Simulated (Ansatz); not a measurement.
The parent structure is Cu in the fcc (Cu type) structure (space group Fm-3m, No. 225).

Space group Fm-3m (No. 225); a = b = c = 3.6297 Å, α = β = γ = 90.00°

```csv
atom,site,symmetry,x,y,z
Cu,4a,m-3m,0.0000,0.0000,0.0000
```
(The calculation used a cell of 1 atom; values per cell refer to that cell.)

Levels (all Ansatz, a quantum-chemistry and plane-wave program, PAW): PBE (420 eV, without spin-orbit coupling); PBEsol (420 eV, no spin-orbit coupling).

Levels that relaxed their own cell: PBE and PBEsol.

```
level   lattice parameter a
------  -------------------
PBE                 3.630 Å
PBEsol              3.564 Å
```

Measured: lattice parameter a 3.595 Å (static lattice; corrected from measurement; as listed in Gábor I. Csonka et al., Physical Review B (2009)).

Computed minus measured — lattice parameter a: PBE +1.0 %, PBEsol -0.9 %.

No phonon test of stability was made. All final runs are without spin polarisation.
